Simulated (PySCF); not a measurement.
Gas-phase reaction: 3 Cl2 + 2 C4H10 (isobutane) → 6 CH2Cl + 2 CH4

Energies from PySCF, thermal terms from the rigid-rotor harmonic-oscillator model, ideal gas at 1 bar. † marks an energy on the PBE0/def2-TZVP geometry and frequencies. CCSD(T) freezes the core. Open shells (unrestricted): CH2Cl (multiplicity 2); the rest are closed-shell singlets. B3LYP is the form with VWN-RPA correlation. CH2Cl: computed as isolated molecules; such fragments, hydroxides, amides, oligomers or adducts are transient or little studied in the gas. CCSD(T) isn't extrapolated to the basis-set limit. The harmonic model lacks anharmonicity and excited electronic states, which grow with temperature; levels with a mode under 35 cm⁻¹ are left out. Internal rotation in C4H10 (isobutane) is treated as a harmonic vibration of one conformer, which makes the entropy rough.

```json
[
 {"level": "B3LYP/def2-TZVP†", "ΔE electronic, kJ": "780", "ΔH°(298 K), kJ": "701", "ΔS°(298 K), J/K": "597", "ΔG°(600 K), kJ": "338"},
 {"level": "CCSD(T)/def2-SVP†", "ΔE electronic, kJ": "867", "ΔH°(298 K), kJ": "788", "ΔS°(298 K), J/K": "597", "ΔG°(600 K), kJ": "426"},
 {"level": "HF/def2-TZVP†", "ΔE electronic, kJ": "493", "ΔH°(298 K), kJ": "414", "ΔS°(298 K), J/K": "597", "ΔG°(600 K), kJ": "52"},
 {"level": "LDA/def2-TZVP†", "ΔE electronic, kJ": "1034", "ΔH°(298 K), kJ": "955", "ΔS°(298 K), J/K": "597", "ΔG°(600 K), kJ": "593"},
 {"level": "ωB97X-V/def2-TZVP†", "ΔE electronic, kJ": "866", "ΔH°(298 K), kJ": "787", "ΔS°(298 K), J/K": "597", "ΔG°(600 K), kJ": "425"}
]
```
ΔH° is lowest at HF/def2-TZVP† and highest at LDA/def2-TZVP†. No reference value is set beside these.
